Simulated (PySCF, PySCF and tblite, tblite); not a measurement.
**C3H6F+: a path driven as a shift of bonds, and NMR exchange**

How fast is a shift of bonds in C3H6F+ (`C[CH+]CF`), and when do the exchanging lines merge?

Computed with tblite 0.8.0 (tight binding) and PySCF 2.14.0 (DFT, with response routines of our own); each step states its level. Atoms count from 0 throughout.

## (1) The molecule as given

10 atoms, charge 1, multiplicity 1; geometry from: force field or distance geometry start.

Bonds of the start (Å): C0–C1 1.47, C0–H4 1.10, C0–H5 1.10, C0–H6 1.10, C1–C2 1.49, C1–H7 1.08, C2–F3 1.37, C2–H8 1.09, C2–H9 1.09.

## (2) GFN2-xTB relaxation, start minimum

The job: settings as JSON, then the geometry in Å.

```
{"job": {"xc": "GFN2-xTB", "basis": "xTB", "kind": "relax"}, "charge": 1, "multiplicity": 1}
C     -1.276300    -0.031200    -0.112500
C      0.079500    -0.601200    -0.138500
C      1.267100     0.258600     0.147400
F      1.059000     1.520700    -0.356500
H     -2.010400    -0.774400    -0.448300
H     -1.565800     0.273100     0.900000
H     -1.353100     0.842000    -0.778300
H      0.219200    -1.676400    -0.129200
H      2.158600    -0.149100    -0.330800
H      1.431200     0.342500     1.224200
```

The run is started by

```console
$ OMP_NUM_THREADS=1 python ens_run.py task.json out
```

This one command runs the whole study; its stages follow in the order run.

Output:

```text
step      E/eV     max force
  0    -372.06634    2.439
  1    -372.22315    1.075
  2    -372.27608    0.638
  3    -372.31127    0.427
  4    -372.32371    0.336
  5    -372.33199    0.323
  6    -372.34156    0.333
  7    -372.35275    0.325
  8    -372.36125    0.288
  9    -372.36952    0.274
 10    -372.38063    0.362
 11    -372.39462    0.514
 12    -372.41074    0.522
 13    -372.42365    0.280
 14    -372.42991    0.278
 15    -372.43416    0.323
 16    -372.43980    0.304
 17    -372.44526    0.198
 18    -372.44952    0.178
 19    -372.45248    0.148
 20    -372.45477    0.143
 21    -372.45688    0.131
 22    -372.45877    0.100
 23    -372.45998    0.076
 24    -372.46073    0.093
 25    -372.46146    0.069
 26    -372.46209    0.060
 27    -372.46239    0.050
 28    -372.46251    0.026
 29    -372.46258    0.022
 30    -372.46266    0.019
 31    -372.46270    0.017
 32    -372.46273    0.016
 33    -372.46274    0.014
 34    -372.46276    0.010
 35    -372.46277    0.009
 36    -372.46278    0.006
 37    -372.46278    0.006
 38    -372.46279    0.007
 39    -372.46279    0.007
 40    -372.46280    0.006
 41    -372.46280    0.004
 42    -372.46280    0.005
 43    -372.46281    0.006
 44    -372.46281    0.006
 45    -372.46281    0.004
 46    -372.46281    0.003
 47    -372.46281    0.004
 48    -372.46282    0.004
 49    -372.46282    0.004
 50    -372.46282    0.005
 51    -372.46282    0.006
 52    -372.46283    0.010
 53    -372.46284    0.012
 54    -372.46286    0.011
 55    -372.46287    0.009
 56    -372.46288    0.012
 57    -372.46290    0.021
 58    -372.46297    0.038
 59    -372.45765    0.400
 60    -372.46305    0.056
 61    -372.46313    0.057
 62    -372.46252    0.067
 63    -372.46328    0.201
 64    -372.46297    0.055
 65    -372.46323    0.058
 66    -372.46269    0.032
 67    -372.46099    0.252
 68    -372.46277    0.015
 69    -372.46284    0.012
 70    -372.46259    0.061
 71    -372.46288    0.237
 72    -372.46269    0.071
 73    -372.46283    0.027
 74    -372.45337    0.651
 75    -372.46288    0.015
 76    -372.46294    0.013
 77    -372.46282    0.066
 78    -372.46275    0.059
 79    -372.45308    0.663
 80    -372.46155    0.198
 81    -372.44880    0.599
 82    -372.46291    0.029
 83    -372.46297    0.025
 84    -372.44888    0.844
 85    -372.46305    0.028
 86    -372.46311    0.040
 87    -372.46313    0.175
 88    -372.46317    0.098
 89    -372.46315    0.120
 90    -372.46318    0.086
 91    -372.46320    0.075
 92    -372.46331    0.040
 93    -372.46358    0.032
 94    -372.46186    0.404
 95    -372.46404    0.063
 96    -372.46455    0.074
 97    -372.45753    0.434
 98    -372.46465    0.071
 99    -372.46541    0.162
100    -372.46582    0.189
101    -372.46734    0.174
102    -372.46850    0.233
103    -372.47135    0.083
104    -372.47230    0.115
105    -372.47242    0.229
106    -372.47354    0.086
107    -372.47389    0.058
108    -372.47440    0.053
109    -372.47469    0.051
110    -372.47494    0.040
111    -372.47514    0.029
112    -372.47529    0.026
113    -372.47536    0.028
114    -372.47540    0.018
115    -372.47544    0.016
116    -372.47549    0.017
117    -372.47551    0.019
118    -372.47552    0.014
119    -372.47553    0.005
120    -372.47553    0.006
121    -372.47553    0.006
122    -372.47554    0.006
123    -372.47554    0.004
124    -372.47554    0.004
125    -372.47554    0.006
126    -372.47554    0.006
127    -372.47555    0.004
128    -372.47555    0.004
129    -372.47555    0.002
```

It took 0.4 s on 1 thread of Arm Neoverse V1, shared host.

The energy fell by 0.409 eV, and the atoms moved 0.40 Å (root mean square).

## (3) Relaxed scan, to the middle

The job: settings as JSON, then the geometry in Å.

```
{"job": {"xc": "GFN2-xTB", "basis": "xTB", "coordinate": [["d", [8, 2], 1], ["d", [8, 1], -1]], "kind": "drive"}, "charge": 1, "multiplicity": 1}
C     -1.260757     0.002286    -0.146513
C      0.028322    -0.504651     0.157632
C      1.245314     0.254871     0.060594
F      1.077727     1.525073    -0.353234
H     -1.757499    -0.651791    -0.883255
H     -1.939088    -0.158951     0.708672
H     -1.270298     1.042734    -0.470012
H      0.137567    -1.534316     0.489589
H      1.968251    -0.242443    -0.620370
H      1.779344     0.271841     1.034369
```

Output:

```text
point  coordinate     E/eV
  0     -0.852     -372.44018
  1     -0.697     -372.35181
  2     -0.534     -372.23686
  3     -0.362     -372.12149
  4     -0.183     -372.03810
  5     -0.002     -372.00501
```

Wall time 0.39 s (1 thread of Arm Neoverse V1, shared host).

The highest point is number 5, 10.0 kcal/mol above the first.

## (4) Relaxed scan, from the middle, back

The job: settings as JSON, then the geometry in Å.

```
{"job": {"xc": "GFN2-xTB", "basis": "xTB", "coordinate": [["d", [8, 2], 1], ["d", [8, 1], -1]], "kind": "drive"}, "charge": 1, "multiplicity": 1}
C     -1.202286    -0.053749    -0.269818
C      0.132319    -0.465200     0.185245
C      1.225678     0.412184     0.330676
F      1.119208     1.662668    -0.011234
H     -1.627525    -0.763382    -0.979493
H     -1.863076    -0.082074     0.602957
H     -1.223090     0.949386    -0.688860
H      0.229629    -1.458876     0.618190
H      1.092737    -0.377542    -0.713984
H      2.150576     0.187669     0.864126
```

Output:

```text
point  coordinate     E/eV
  0     -0.139     -372.02483
  1     -0.274     -372.07502
  2     -0.407     -372.14995
  3     -0.535     -372.23840
  4     -0.658     -372.32598
  5     -0.775     -372.40141
  6     -0.888     -372.45436
  7     -0.997     -372.47491
```

It took 0.46 s on 1 thread of Arm Neoverse V1, shared host.

## (5) Relaxed scan, from the middle, on

job is that of step 4.

Output:

```text
point  coordinate     E/eV
  0      0.128     -372.01031
  1      0.258     -372.03190
  2      0.388     -372.06785
  3      0.515     -372.11095
  4      0.638     -372.15326
  5      0.759     -372.18997
  6      0.876     -372.21353
  7      0.986     -372.21501
```

Wall time 0.55 s (1 thread of Arm Neoverse V1, shared host).

## (6) Nudged elastic band, leg 1

The job: settings as JSON, then the geometry in Å.

```
{"job": {"xc": "GFN2-xTB", "basis": "xTB", "kind": "neb"}, "charge": 1, "multiplicity": 1}
C     -1.252617    -0.005872    -0.163044
C      0.036774    -0.504282     0.153638
C      1.250744     0.260827     0.062921
F      1.080443     1.528756    -0.356599
H     -1.739300    -0.666742    -0.900444
H     -1.937378    -0.166628     0.686988
H     -1.265751     1.032907    -0.491531
H      0.148948    -1.532142     0.490228
H      1.980803    -0.235814    -0.610963
H      1.778108     0.283611     1.040167
```

Output:

```text
image   E - E0 / eV
  0       0.0000
  1       0.0399
  2       0.2274
  3       0.4713
  4       0.2961
  5       0.2578
  6       0.2542
```

Run time: 1.3 s. Hardware: 1 thread of Arm Neoverse V1, shared host; peak memory 0.19 GiB.

The highest point is number 3, 10.9 kcal/mol above the first.

## (7) Saddle search, leg 1

The job: settings as JSON, then the geometry in Å.

```
{"job": {"xc": "GFN2-xTB", "basis": "xTB", "kind": "saddle"}, "charge": 1, "multiplicity": 1}
C     -1.204433    -0.054657    -0.270679
C      0.126667    -0.465194     0.196138
C      1.220603     0.410987     0.348885
F      1.121553     1.661723     0.004570
H     -1.623918    -0.777614    -0.970740
H     -1.875672    -0.065407     0.594603
H     -1.217441     0.943731    -0.702892
H      0.224844    -1.465875     0.613556
H      1.083921    -0.375128    -0.700827
H      2.143878     0.187433     0.887385
```

Output:

```text
step      E/eV     max force
  0    -372.00426   0.0640
  1    -372.00471   0.0046
  2    -372.00471   0.0000
lowest wavenumbers (cm-1): -610.0 187.4 227.8 416.8 623.2 756.5
```

Run time: 0.62 s. Hardware: 1 thread of Arm Neoverse V1, shared host; peak memory 0.19 GiB.

Point group C1; 1 imaginary mode, 610i cm⁻¹, carried by H8, C2, C1. Steps downhill from it reached both ends.

## (8) DFT refinement, start: PBE0-D3(BJ)/def2-SVP

The job: settings as JSON, then the geometry in Å.

```
{"job": {"xc": "PBE0", "basis": "def2-SVP", "kind": "refine"}, "charge": 1, "multiplicity": 1}
C     -1.260757     0.002286    -0.146513
C      0.028322    -0.504651     0.157632
C      1.245314     0.254871     0.060594
F      1.077727     1.525073    -0.353234
H     -1.757499    -0.651791    -0.883255
H     -1.939088    -0.158951     0.708672
H     -1.270298     1.042734    -0.470012
H      0.137567    -1.534316     0.489589
H      1.968251    -0.242443    -0.620370
H      1.779344     0.271841     1.034369
```

Output:

```text
step      E/eV     max force
  0     -5905.44420   1.2549
  1     -5905.49910   0.4591
  2     -5905.50207   0.0537
  3     -5905.50214   0.0158
  4     -5905.50218   0.0276
  5     -5905.50228   0.0435
  6     -5905.50249   0.0508
  7     -5905.50268   0.1006
  8     -5905.50127   0.3757
  9     -5905.50379   0.0411
 10     -5905.50486   0.1034
 11     -5905.50526   0.1994
 12     -5905.50636   0.1067
 13     -5905.50751   0.0928
 14     -5905.50817   0.0213
 15     -5905.50804   0.0946
 16     -5905.50832   0.0108
```

It took 48 s on 1 thread of Arm Neoverse V1, shared host; peak memory 0.45 GiB.

Gain 0.064 eV; displacement 0.20 Å root mean square.

**DFT refinement, saddle of leg 1: PBE0-D3(BJ)/def2-SVP**

The job: settings as JSON, then the geometry in Å.

```
{"job": {"xc": "PBE0", "basis": "def2-SVP", "kind": "refine"}, "charge": 1, "multiplicity": 1}
C     -1.203474    -0.054415    -0.273414
C      0.130978    -0.465366     0.190359
C      1.219819     0.414689     0.352038
F      1.116892     1.665363     0.015625
H     -1.623930    -0.775207    -0.974835
H     -1.870654    -0.067940     0.594503
H     -1.219433     0.943943    -0.705042
H      0.224057    -1.459010     0.625236
H      1.078697    -0.386216    -0.704056
H      2.147048     0.184159     0.879587
```

Output:

```text
step      E/eV     max force
  0     -5905.41588   1.5160
  1     -5905.45556   0.3456
  2     -5905.42649   0.6434
  3     -5905.45547   0.3714
  4     -5905.44826   0.2282
  5     -5905.43926   0.1359
  6     -5905.43385   0.0976
  7     -5905.43455   0.0630
  8     -5905.43444   0.1278
  9     -5905.43533   0.0364
 10     -5905.43537   0.0134
```

It took 33 s on 1 thread of Arm Neoverse V1, shared host; peak memory 0.45 GiB.

The energy fell by 0.019 eV, and the atoms moved 0.10 Å (root mean square).

DFT refinement, end: PBE0-D3(BJ)/def2-SVP:

The job: settings as JSON, then the geometry in Å.

```
{"job": {"xc": "PBE0", "basis": "def2-SVP", "kind": "refine"}, "charge": 1, "multiplicity": 1}
C     -1.125944    -0.028880    -0.344541
C      0.296180    -0.455367    -0.055380
C      1.194312     0.498892     0.476331
F      0.826896     1.693747     0.710879
H     -1.696641    -0.860688    -0.745997
H     -1.624033     0.324611     0.557363
H     -1.155366     0.786483    -1.066189
H      0.339443    -1.352156     0.600876
H      0.785756    -0.911332    -0.943673
H      2.240173     0.299309     0.721690
```

Output:

```text
step      E/eV     max force
  0     -5905.65511   1.2205
  1     -5905.70767   0.3311
  2     -5905.70979   0.0222
  3     -5905.70981   0.0051
```

It took 11 s on 1 thread of Arm Neoverse V1, shared host; peak memory 0.45 GiB.

Relaxing gained 0.055 eV and moved the atoms by 0.04 Å on average (rms).

(Part 1 of 2 ends here.)
